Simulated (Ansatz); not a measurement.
BSi2H5 (SMILES [SiH2]=B[SiH3]), closed shell: a single point at a frame of a short PBE0-D4/def2-SVP trajectory.

in.yaml

```yaml
crystal:
  periodic: [false, false, false]
  atoms:
    - {symbol: Si, position_ang: [-0.881945, 1.389437, -1.368943]}
    - {symbol: B, position_ang: [-0.034873, 0.183135, -0.215843]}
    - {symbol: Si, position_ang: [0.625101, -1.155045, 1.003775]}
    - {symbol: H, position_ang: [-2.177733, 1.341348, -0.841212]}
    - {symbol: H, position_ang: [-0.180391, 2.728356, -1.608197]}
    - {symbol: H, position_ang: [0.769685, -2.645824, 0.694739]}
    - {symbol: H, position_ang: [0.180097, -0.840339, 2.310277]}
    - {symbol: H, position_ang: [2.004496, -0.615231, 0.888639]}
basis:
  gaussian: {orbitals: def2-TZVPP}
correlation: {method: ccsd_t}
output: {forces: true}
```

Run by:

```bash
ansatz run in.yaml --threads 2 --pin off --events-out ev --progress --plain --max-ram 3481MiB
```

Output of Ansatz 0.2.0:

```
Functional definition: HF
  name "HF"
  cite "Fock, Z. Phys. 61, 126 (1930) doi:10.1007/BF01340294"
  parent pbe
  exchange = exact_x
  correlation = 0
1053 factors; integrals over basis functions are off by at most 1.0e-3 eV
mean field evaluation 1: about -16470.2580 eV, gradient 1.6e1 eV
mean field evaluation 2: about -16470.4448 eV, gradient 1.6e1 eV
mean field evaluation 4: about -16472.1299 eV, gradient 1.5e0 eV
mean field evaluation 8: about -16472.1403 eV, gradient 1.7e-1 eV
mean field evaluation 16: about -16470.2583 eV, gradient 1.6e1 eV
mean field -16472.14071344 eV, -605.3400060010 hartree, gradient 2.4e-6 eV, S^2 0.000000; 0 other end points of the search recorded, 0 dependent functions left out; unrestricted orbitals would lower it
mean field evaluation 32: about -16472.2039 eV, gradient 6.7e0 eV
11 core orbitals not correlated: weight in the atoms' cores, before any rotation towards them, 1.000 or more for the frozen orbitals, at most 0.000 for the correlated occupied ones
reference -16472.14071344 eV, -605.3400060010 hartree; 8, 8 occupied and 166, 166 virtual orbitals, 1053 factors
second order -9.30471484 eV of doubles, -0.00000000 eV of singles
cycle   1  -10.29620610 eV  change   -9.9e-1 eV  update   1.0e-1
cycle   2  -10.73521383 eV  change   -4.4e-1 eV  update   3.8e-2
cycle   3  -10.81567934 eV  change   -8.0e-2 eV  update   1.8e-2
cycle   4  -10.80992452 eV  change    5.8e-3 eV  update   6.1e-3
cycle   5  -10.80769444 eV  change    2.2e-3 eV  update   2.2e-3
cycle   6  -10.80726597 eV  change    4.3e-4 eV  update   7.7e-4
cycle   7  -10.80746860 eV  change   -2.0e-4 eV  update   3.3e-4
cycle   8  -10.80758359 eV  change   -1.1e-4 eV  update   2.1e-4
cycle   9  -10.80752040 eV  change    6.3e-5 eV  update   1.5e-4
cycle  10  -10.80748716 eV  change    3.3e-5 eV  update   8.7e-5
cycle  11  -10.80750752 eV  change   -2.0e-5 eV  update   3.9e-5
cycle  12  -10.80752062 eV  change   -1.3e-5 eV  update   1.7e-5
cycle  13  -10.80753097 eV  change   -1.0e-5 eV  update   6.4e-6
cycle  14  -10.80752817 eV  change    2.8e-6 eV  update   2.8e-6
cycle  15  -10.80752562 eV  change    2.5e-6 eV  update   1.1e-6
perturbative correction -0.50918764 eV, -0.0187123007 hartree
the calculation of the forces begins
Total energy: -16483.45742671 eV, -605.7558875428 hartree
Atom 0 at    -0.881945     1.389437    -1.368943 Å, force     2.433939     0.417582    -0.466281 eV/Å
Atom 1 at    -0.034873     0.183135    -0.215843 Å, force    -0.697649     0.331316    -0.624959 eV/Å
Atom 2 at     0.625101    -1.155045     1.003775 Å, force     1.260435    -1.098942    -0.999348 eV/Å
Atom 3 at    -2.177733     1.341348    -0.841212 Å, force    -1.840911     0.282295     0.473131 eV/Å
Atom 4 at    -0.180391     2.728356    -1.608197 Å, force    -0.575454    -0.672978     0.040090 eV/Å
Atom 5 at     0.769685    -2.645824     0.694739 Å, force    -0.403372     0.767955     0.160686 eV/Å
Atom 6 at     0.180097    -0.840339     2.310277 Å, force    -0.518500    -0.041298     1.288589 eV/Å
Atom 7 at     2.004496    -0.615231     0.888639 Å, force     0.341511     0.014069     0.128091 eV/Å
Dipole moment:    -0.024677    -0.091154     0.061660 e Å
```

Hardware: 2 CPU threads of an Intel Xeon Platinum 8488C, shared host. Wall time 3.4 min; peak host memory 1.8 GiB.
